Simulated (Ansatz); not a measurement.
`N=CN=CN`, charge 0, multiplicity 1.

Problem. Give a relaxed structure at PBE0-D4/def2-TZVP (Ansatz). (An estimate is asked.)

Solution. Ansatz gave: 
Cartesian coordinates in Å:
```
N -2.140 -0.980 -1.242
C -1.181 -0.847 -0.428
N -0.267 0.195 -0.420
C 0.632 0.145 0.488
N 1.581 1.083 0.617
H -2.134 -0.194 -1.894
H -1.053 -1.621 0.343
H 0.692 -0.666 1.224
H 1.593 1.860 -0.022
H 2.277 1.025 1.334
```
Point group Cs.
This is one stationary point; other conformers may exist.
